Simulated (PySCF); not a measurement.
Molecule: `InChI=1S/C5H7F/c1-3-5(6)4-2/h3-4H,1H2,2H3/b5-4-`.

Bonds (- single, = double, # triple, : aromatic): C1=C2 1.339 Å, C2-C3 1.452 Å, C3-F4 1.342 Å, C3=C5 1.341 Å, C5-C6 1.488 Å. C1 carries H7, H8; C2 carries H9; C5 carries H10; C6 carries H11, H12, H13. Stereochemistry as in C=C/C(F)=C/C. H8 is cis to C3; H7 is trans to C3.

Geometry PBE0-D3(BJ)/def2-SVP throughout; GIAO in PySCF 2.14.0 with density-fitted response routines, gas phase, one conformer, non-relativistic; equivalent atoms averaged; basis pcSseg-1.

For orientation, wB97X-D gives these shifts δ (against TMS, CFCl3 at the same level): C3 165.6, C2 138.1, C5 113.7, C6 11.8, F4 -126.8, H9 6.06, H7 5.38, H10 4.73, H11/H12/H13 1.82 ppm.

A run gave: C3 167.0, C2 135.2, C5 114.6, C6 14.4, F4 -131.2, H9 5.70, H7 5.07, H10 4.56, H11/H12/H13 1.85 ppm (shifts δ (against TMS, CFCl3 at the same level)).

Which functional was used in that run?
A. WP04
B. BHandHLYP
C. B97-2
D. BLYP

## Answers

A. H9 tells them apart best: WP04 gives 5.70, BHandHLYP gives 6.00, BLYP gives 5.88, B97-2 gives 5.99 ppm.
